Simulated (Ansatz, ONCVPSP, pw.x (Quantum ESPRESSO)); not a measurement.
**What a changed setting does to a pw.x run (diamond Sm)**

Potential: optimised norm-conserving Vanderbilt (ONCV), ONCVPSP 4.0.1.1 (patched build), PBEsol; core [Kr] 4d10, reference 4f5.5 5s2 5p6 5d0.5 6s2; waves: 5s+6s: rc 2.56 bohr, ncon 5, nbas 9, qcut 6.3 1/bohr, 2 projectors; 5p: rc 2.50 bohr, ncon 5, nbas 9, qcut 8.3 1/bohr, 1 projector; 5d: rc 2.68 bohr, ncon 5, nbas 8, qcut 4.2 1/bohr, 1 projector; 4f: rc 1.72 bohr, ncon 4, nbas 8, qcut 10.9 1/bohr, 1 projector; local part: polynomial inside 1.72 bohr (lpopt 5, dvloc0 0 Ha); core correction: Teter function, fcfact 5.5, rcfact 1.45.

The reference run (k-mesh 9³, cutoffs 120/480 Ry, Fermi–Dirac 0.01 Ry, mixing_beta 0.4, conv_thr 1e-9, no spin) gives -0.64 GPa at 20.043 Å³/atom, where all-electron LAPW gives -0.01 GPa. This run, with its own iteration cap, changes startingwfc to atomic.

```
&control
  calculation='scf', prefix='x', pseudo_dir='./', outdir='./tmp', tstress=.true., disk_io='none'
/
&system
  ibrav=0, nat=2, ntyp=1, ecutwfc=120, ecutrho=480, nbnd=26,
  occupations='smearing', smearing='fd', degauss=0.01
/
&electrons
  conv_thr=1e-09, mixing_beta=0.4, electron_maxstep=60, startingwfc='atomic'
/
ATOMIC_SPECIES
Sm 1.0 Sm.UPF
CELL_PARAMETERS angstrom
  0.00000000 2.71636156 2.71636156
  2.71636156 0.00000000 2.71636156
  2.71636156 2.71636156 0.00000000
ATOMIC_POSITIONS crystal
Sm 0.0000 0.0000 0.0000
Sm 0.2500 0.2500 0.2500
K_POINTS automatic
9 9 9 0 0 0
```

```bash
pw.x < Sm.scf.in > Sm.scf.out
```

Task: How does the run end?

Result: It converges in 11 iterations; the free energy moves by +0.0 meV/atom and the pressure by +0.01 GPa. The result is that of the reference run.

```
Message from routine setup:
     using ibrav=0 with symmetry is DISCOURAGED, use correct ibrav instead
     lattice parameter (alat)  =       7.2594  a.u.
     unit-cell volume          =     270.5137 (a.u.)^3
     number of electrons       =        32.00
     number of Kohn-Sham states=           26
     kinetic-energy cutoff     =     120.0000  Ry
     charge density cutoff     =     480.0000  Ry
     scf convergence threshold =      1.0E-09
     Exchange-correlation= PBESOL
     number of k points=    35  Fermi-Dirac smearing, width (Ry)=  0.0100
     iteration #  1     ecut=   120.00 Ry     beta= 0.40
     total energy              =    -363.60122424 Ry
     estimated scf accuracy    <       1.04847309 Ry
     iteration #  2     ecut=   120.00 Ry     beta= 0.40
     total energy              =    -363.65155315 Ry
     estimated scf accuracy    <       1.92287679 Ry
     iteration #  3     ecut=   120.00 Ry     beta= 0.40
     total energy              =    -363.91566043 Ry
     estimated scf accuracy    <       0.05092917 Ry
     iteration #  4     ecut=   120.00 Ry     beta= 0.40
     total energy              =    -363.92465168 Ry
     estimated scf accuracy    <       0.00068453 Ry
     iteration #  5     ecut=   120.00 Ry     beta= 0.40
     total energy              =    -363.92499868 Ry
     estimated scf accuracy    <       0.00013115 Ry
     iteration #  6     ecut=   120.00 Ry     beta= 0.40
     total energy              =    -363.92500028 Ry
     estimated scf accuracy    <       0.00004809 Ry
     iteration #  7     ecut=   120.00 Ry     beta= 0.40
     total energy              =    -363.92500955 Ry
     estimated scf accuracy    <       0.00000743 Ry
     iteration #  8     ecut=   120.00 Ry     beta= 0.40
     total energy              =    -363.92501031 Ry
     estimated scf accuracy    <       0.00000016 Ry
     iteration #  9     ecut=   120.00 Ry     beta= 0.40
     total energy              =    -363.92501037 Ry
     estimated scf accuracy    <       0.00000002 Ry
     iteration # 10     ecut=   120.00 Ry     beta= 0.40
     total energy              =    -363.92501038 Ry
     estimated scf accuracy    <          2.3E-09 Ry
     iteration # 11     ecut=   120.00 Ry     beta= 0.40
     the Fermi energy is    19.7404 ev
!    total energy              =    -363.92501038 Ry
     estimated scf accuracy    <          1.0E-10 Ry
     smearing contrib. (-TS)   =      -0.04483447 Ry
     The total energy is F=E-TS. E is the sum of the following terms:
     one-electron contribution =     -70.63665847 Ry
     hartree contribution      =      72.52192429 Ry
     xc contribution           =     -97.11706792 Ry
     ewald contribution        =    -268.64837381 Ry
     convergence has been achieved in  11 iterations
          total   stress  (Ry/bohr**3)                   (kbar)     P=       -6.31
     Message from routine punch:
     Nothing written, as per user request (disk_io='none')
```

The run took about 66 s on one core of a shared host (Intel(R) Xeon(R) 6975P-C, 192 threads, 378 GiB, load 70).
